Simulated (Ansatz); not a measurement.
# BH₃O (SMILES BO): single points off equilibrium

The task here is to estimate one member of a computed series from the others.

Computed with Ansatz 0.2.0, Gaussian basis. Level: single points in def2-TZVPP.

Cores are frozen in the correlated methods. B3LYP uses VWN-RPA correlation.

## Starting geometry

SMILES `BO`, 5 atoms, charge 0, spin multiplicity 1.

Atoms are counted from 1 here; the program's logs count them from 0.

Bond lengths: B1–O2 1.330 Å, B1–H3 1.206 Å, B1–H4 1.197 Å, O2–H5 1.022 Å. Angles: O2–B1–H3 116.0°, O2–B1–H4 123.7°, H3–B1–H4 120.2°, B1–O2–H5 119.3°.

Geometry (Å):

```
B    -0.22240   -0.36090    0.06670
O     0.41180    0.77340    0.35150
H    -0.79170   -0.89400    0.98710
H    -0.28310   -0.82990   -1.03250
H     0.95650    1.23790   -0.37780
```

Set-up of the first run:

The input, run/in.yaml:

```yaml
crystal:
  periodic: [false, false, false]
  atoms:
    - {symbol: B, position_ang: [-0.222400, -0.360900, 0.066700]}
    - {symbol: O, position_ang: [0.411800, 0.773400, 0.351500]}
    - {symbol: H, position_ang: [-0.791700, -0.894000, 0.987100]}
    - {symbol: H, position_ang: [-0.283100, -0.829900, -1.032500]}
    - {symbol: H, position_ang: [0.956500, 1.237900, -0.377800]}
basis:
  gaussian: {orbitals: def2-TZVPP}
correlation: {method: ccsd_t}
output: {forces: true}
```

Command:

```
$ ansatz run in.yaml --threads 4 --pin off --events-out ev --progress --plain --max-ram 5222MiB
```

Steps of the session up to this table: CCSD(T)/def2-TZVPP; PBE0-D4/def2-TZVPP; wB97M-V/def2-TZVPP; r2SCAN-D4/def2-TZVPP; PBE-D4/def2-TZVPP; LC-wPBE/def2-TZVPP; B3LYP-D4/def2-TZVPP.

One table of the session follows, with a row left open; its other results are not shown here.

| method | RMS force component (eV/Å) | angle to CCSD(T) forces (°) | dipole (D) |
| --- | --- | --- | --- |
| CCSD(T) | 1.165 | reference | 1.74 |
| PBE0-D4 | ? | ? | ? |
| wB97M-V | 1.113 | 5.2 | 1.78 |
| r2SCAN-D4 | 1.054 | 4.9 | 1.77 |
| PBE-D4 | 0.963 | 5.2 | 1.77 |
| LC-wPBE | 1.119 | 8.3 | 1.78 |
| B3LYP-D4 | 1.060 | 5.3 | 1.75 |

Q: Estimate the row for PBE0-D4 from the others.

As computed: RMS force component (eV/Å): 1.085; angle to CCSD(T) forces (°): 8.9; dipole (D): 1.76. In the column «RMS force component (eV/Å)» it lies between B3LYP-D4 (1.060) and wB97M-V (1.113).

Limits of these values: The reference is not at the basis limit: in triple zeta CCSD(T) underbinds, which counts against methods that bind more; the gaps are no ranking.
